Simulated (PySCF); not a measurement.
# Core-level binding energies of methylamine

Species: methylamine, CH5N.
Z-matrix (Å and degrees, GFN2-xTB geometry), rows numbered from 1:
```
C 
N   1  1.4528
H   1  1.0896  2  108.61
H   1  1.0998  2  114.46  3  -121.21
H   1  1.0896  2  108.51  3   117.64
H   2  1.0147  1  110.30  3    61.80
H   2  1.0147  1  110.24  3  -179.57
```

Level of theory: delta-SCF UKS SCAN, pcX-2 on the ionised atom, pcseg-1 elsewhere, spin-free X2C (PySCF 2.14.0). Each binding energy is the total energy of the core-ionised species, with the hole localised on one atom, minus that of the ground state; both are solved self-consistently, so orbital relaxation is included.

Q: What binding energy does each computed site have?

A: 
```tsv
atom(s)	bonded to	level	binding energy (eV)	count
C1	N and 3 H	C 1s	291.50	1
N2	C and 2 H	N 1s	405.09	1
```

Q: Which photon energy gives electrons from C 1s of C1 a kinetic energy of 200 eV, and what is their de Broglie wavelength?

A: hν = 291.50 + 200 = 491.50 eV, recoil neglected; λ = 12.264 Å/√(E/eV) = 0.87 Å.

Q: Which photon wavelength matches the C 1s of C1 threshold?

A: λ = hc/E = 12398.42 eV Å / 291.50 eV = 42.533 Å.

Isolated species at its GFN2-xTB geometry, gas phase.

On an x86-64 server with one thread, on a shared host, this took 3.3 s.
